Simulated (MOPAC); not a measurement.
MOPAC input (MNDO):

```
MNDO 1SCF CHARGE=-1 GEO-OK AUX(PRECISION=9) THREADS=1
CHCl2

C    -0.18304254 1    0.00476490 1    0.95552267 1
Cl    0.02009756 1    1.53307264 1   -0.21289176 1
Cl   -0.00577673 1   -1.53459387 1   -0.20255081 1
H     0.85480124 1   -0.00272854 1    1.32938764 1
```

Output:

```
 *******************************************************************************
 **                                                                           **
 **                              MOPAC v23.2.5                                **
 **                                                                           **
 *******************************************************************************
 ** MOPAC's Digital Object Identifier: https://doi.org/10.5281/zenodo.6511958 **
 **                                                                           **
 ** Please cite the open-source release paper for use of this MOPAC version:  **
 ** J. E. Moussa and J. J. P. Stewart (2026)                                  **
 ** MOPAC: An open-source semiempirical molecular orbital program             **
 ** J. Open Source Softw., 11(119), 8025, https://doi.org/10.21105/joss.08025 **
 *******************************************************************************

                              MNDO CALCULATION RESULTS

 *******************************************************************************
 *  MNDO       - The MNDO Hamiltonian to be used
 *  GEO-OK     - OVERRIDE INTERATOMIC DISTANCE AND OTHER SAFETY CHECKS
 *
 *
 *
 *                 CHARGE ON SYSTEM = -1
 *
 *
 *
 *  1SCF       - DO 1 SCF AND THEN STOP
 *  AUX        - OUTPUT AUXILIARY INFORMATION
 *******************************************************************************
MNDO 1SCF CHARGE=-1 GEO-OK AUX(PRECISION=9) THREADS=1
 CHCl2

   ATOM   CHEMICAL          X               Y               Z
  NUMBER   SYMBOL      (ANGSTROMS)     (ANGSTROMS)     (ANGSTROMS)

     1       C         -0.18304254  *   0.00476490  *   0.95552267  *
     2      Cl          0.02009756  *   1.53307264  *  -0.21289176  *
     3      Cl         -0.00577673  *  -1.53459387  *  -0.20255081  *
     4       H          0.85480124  *  -0.00272854  *   1.32938764  *

          CARTESIAN COORDINATES

    NO.       ATOM           X           Y           Z

     1         C         -0.1830      0.0048      0.9555
     2        Cl          0.0201      1.5331     -0.2129
     3        Cl         -0.0058     -1.5346     -0.2026
     4         H          0.8548     -0.0027      1.3294

  H: (MNDO): M.J.S. DEWAR, W. THIEL, J. AM. CHEM. SOC., 99, 4899, (1977)
  C: (MNDO): M.J.S. DEWAR, W. THIEL, J. AM. CHEM. SOC., 99, 4899, (1977)
 Cl: (MNDO): M.J.S.DEWAR, H.S.RZEPA, J. COMP. CHEM., 4, 158, (1983)

           Empirical Formula: C H Cl2  =     4 atoms

      MOLECULAR POINT GROUP   :   Cs

      RHF CALCULATION, NO. OF DOUBLY OCCUPIED LEVELS = 10

 -------------------------------------------------------------------------------
 MNDO 1SCF CHARGE=-1 GEO-OK AUX(PRECISION=9) THREADS=1
 CHCl2

     1SCF WAS SPECIFIED, SO BFGS WAS NOT USED
     SCF FIELD WAS ACHIEVED

                              MNDO CALCULATION
                                                       MOPAC v23.2.5 Linux

          FINAL HEAT OF FORMATION =        -15.23158 KCAL/MOL =     -63.72893 KJ/MOL

          COSMO AREA              =         99.82 SQUARE ANGSTROMS
          COSMO VOLUME            =         84.60 CUBIC ANGSTROMS

          IONIZATION POTENTIAL    =          3.593740 EV
          HOMO LUMO ENERGIES (EV) =         -3.594  6.776
          NO. OF FILLED LEVELS    =         10
          MOLECULAR WEIGHT        =         83.9249         POINT GROUP:  Cs

          MOLECULAR DIMENSIONS (Angstroms)

            Atom       Atom       Distance
           Cl     3   Cl     2     3.06779
            H     4   Cl     3     1.75534
            H     4    C     1     0.72831

          SCF CALCULATIONS        =          1

   ATOM   CHEMICAL          X               Y               Z
  NUMBER   SYMBOL      (ANGSTROMS)     (ANGSTROMS)     (ANGSTROMS)

     1       C         -0.18304254  *   0.00476490  *   0.95552267  *
     2      Cl          0.02009756  *   1.53307264  *  -0.21289176  *
     3      Cl         -0.00577673  *  -1.53459387  *  -0.20255081  *
     4       H          0.85480124  *  -0.00272854  *   1.32938764  *

                             CARTESIAN COORDINATES

   1    C       -0.183042540     0.004764900     0.955522670
   2   Cl        0.020097560     1.533072640    -0.212891760
   3   Cl       -0.005776730    -1.534593870    -0.202550810
   4    H        0.854801240    -0.002728540     1.329387640

           Empirical Formula: C H Cl2  =     4 atoms

      MOLECULAR POINT GROUP   :   Cs

                  EIGENVALUES
 -21.90527 -18.16644 -17.49855  -8.79820  -8.58832  -7.58578  -6.85367  -6.41100
  -6.36931  -3.59374   6.77560   7.10914   9.61469

              NET ATOMIC CHARGES AND DIPOLE CONTRIBUTIONS

  ATOM NO.   TYPE          CHARGE      No. of ELECS.   s-Pop       p-Pop
    1          C           0.127256        3.8727     1.70398     2.16876
    2         Cl          -0.509137        7.5091     1.99000     5.51914
    3         Cl          -0.509137        7.5091     1.99000     5.51914
    4          H          -0.108982        1.1090     1.10898
 DIPOLE           X         Y         Z       TOTAL
 POINT-CHG.    -0.642     0.008     0.795     1.022
 HYBRID         1.728    -0.018    -0.875     1.937
 SUM            1.086    -0.009    -0.080     1.089

          ATOMIC ORBITAL ELECTRON POPULATIONS

     Atom    s        px        py        pz
    1  C   1.70398   1.16112   0.45393   0.55371
    2 Cl   1.99000   1.99195   1.69312   1.83407
    3 Cl   1.99000   1.99334   1.68889   1.83691
    4  H   1.10898

 **********************
 *                    *
 * JOB ENDED NORMALLY *
 *                    *
 **********************

 == MOPAC DONE ==
```

The dipole moment of an ion depends on the origin.
